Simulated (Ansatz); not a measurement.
## AlMgH2 (H-bridged), quartet: the ladder up to full CI

Geometry: a point of a breathe scan, not a stationary point.

```xyz
4

Al    0.0000    0.0732    1.5909
Mg    0.0000   -0.0018   -1.9172
H     0.0000   -0.4264    3.5951
H     0.0000   -1.4891    0.0483
```

Basis 6-31G; Ansatz 0.2.0. Correlated methods freeze the noble-gas cores, which leaves 7 electrons in 20 orbitals. Prefix R: restricted or restricted open-shell reference; prefix U: unrestricted. Active spaces: valence = (7e, 10o) chosen from the atoms' valence shells; pair = (5e, 5o) about the gap. The metal's outer-core shells are frozen, which leaves out core–valence correlation.

Full CI is exact within this basis and frozen core; it isn't the basis-set limit. The frozen core follows each run's orbitals, which can shift R against U totals by a few meV.

For open shells CISD is restricted-active-space CI with the open shells as a complete middle space.

* UHF ⟨S²⟩: 3.832
* T1 diagnostic (RCCSD): 0.0638
* largest doubles amplitude (RCCSD): 0.055
* T1 diagnostic (UCCSD): 0.0571

```csv
level,E − E(RHF) (eV)
UHF,-0.1243
RMP2,-1.2183
UMP2,-1.2259
RCCSD,-1.9942
UCCSD,-2.0111
RCCSD(T),-2.0758
UCCSD(T),-2.0784
```

(1) Estimate how far full CI in 6-31G lies from RCCSD(T). The table doesn't fix it; the size of (T) and the diagnostics are the guide.

(1) Full CI in 6-31G lies 57 meV below RCCSD(T), which is 69 % of the (T) step (-82 meV). T1 is raised, and the rest is a large part of (T). The miss exceeds 1 kcal/mol.

The other levels:

```tsv
level	E − E(full CI) (meV)	share of correlation (%)	wall time
CISD	217	89.83	0.91 s
BCCD(T)	60	97.20	1.6 s
RCCSDT	7	99.66	–
UCCSDT	5	99.76	–
RCCSDT(Q)	1	99.95	5 s
UCCSDT(Q)	-1	100.04	4.8 s
RCCSDTQ	0	100.00	28 s
CASSCF (pair space)	1435	32.70	–
NEVPT2 (pair space)	646	69.71	0.78 s
MRCISD (pair space)	175	91.81	–
MRCISD+Q (pair space)	54	97.47	1.1 s
CASSCF (valence space)	353	83.44	–
NEVPT2 (valence space)	108	94.92	3.3 s
MRCISD (valence space)	16	99.24	–
MRCISD+Q (valence space)	11	99.48	6.5 s
```

The correlation energy at full CI, counted from RHF, is -2.132 eV. That run took 24 s on 1 thread of AMD EPYC 7B13, shared host over 1,473,376 determinants.

Times hold each run's SCF and search for its determinant on a shared host, so for small cases they say little of a method's own cost; they ran on 1 thread of AMD EPYC 7B13. Some runs computed forces too.

The full-CI state has the irrep A'' of Cs, in the program's axes.

Natural occupations of full CI about the gap: 1.925 1.887 1.000 0.991 0.965 0.078 0.046 0.045 0.025 0.017; effectively unpaired electrons, Σ n²(2−n)², 3.11.
